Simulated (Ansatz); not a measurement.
N2H (dinitrogen monohydride): from two basis sets to a third

N2H: 3 atoms, total charge 0, spin state doublet. SMILES: `[N]=N`. Geometry: relaxed at PBE0-D4/def2-TZVP.

MP2 correlation energies, 2 core orbitals frozen (Ansatz 0.2.0):

| basis | X | correlation energy (Eh) |
| --- | --- | --- |
| cc-pVDZ | 2 | -0.288021 |
| cc-pVTZ | 3 | -0.359330 |
| cc-pVQZ | 4 | ? |

Problem. Take E(X) = E∞ + A/X³, fix the two constants on the known rows and predict the third.

Solution. 
1. A = (-0.288021 − (-0.359330))/(1/8 − 1/27) = 0.81067 Eh.
2. E∞ = -0.359330 − 0.81067/27 = -0.389355 Eh.
3. X = 4: -0.389355 + 0.81067/64 = -0.376688 Eh.

The run gave -0.385079 Eh, so the prediction is off by +8.4 mEh, 33 % of the last step. The small sets lie short of the range where X⁻³ holds, so the true step is larger than predicted.
